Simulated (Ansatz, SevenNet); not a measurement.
For rock-salt HfC, the machine-learned potential SevenNet-0 (trained on PBE and PBE+U data) gives:

* **lattice constant a**: 4.650 Å
* **elastic constant C11**: 539 GPa
* **elastic constant C44**: 121 GPa
* **polycrystal shear modulus**: 152 GPa

**Question.** What does HSE06 in Ansatz (plane waves, PAW) give for the same quantities?

**Answer.** 
- lattice constant a: 4.642 Å (shrinks by 0.2 %)
- elastic constant C11: 533 GPa (falls by 1.1 %)
- elastic constant C44: 197 GPa (rises by 63 %)
- Voigt–Reuss–Hill shear modulus: 204 GPa (rises by 34 %)

For comparison: lattice constant a 4.638 Å (measured, temperature not stated, not corrected to a static lattice; as tabulated in Zhang et al. (2018), doi:10.1088/1367-2630/aac7f0); elastic constant C11 500 GPa (measured, temperature not stated, not corrected to a static lattice; as tabulated in Wu et al. (2005), arXiv:cond-mat/0412374); elastic constant C44 180 GPa (measured, temperature not stated, no zero-point or thermal correction; as tabulated in Wu et al. (2005), arXiv:cond-mat/0412374).

Changes are worked out from the printed values.

Unless a cell is named, each level is at its own relaxed cell (SevenNet-0 12.57, HSE06 12.50 Å³/atom).

Levels without +SOC leave out spin–orbit coupling, which shifts energies and cells of such heavy elements.

Caveats: hybrids on metals are sensitive to the k mesh (HSE06). Ansatz's density-functional and Hartree–Fock values are scalar-relativistic unless marked +SOC, with PAW data made under PBE.

Ansatz is a quantum-chemistry and plane-wave program.
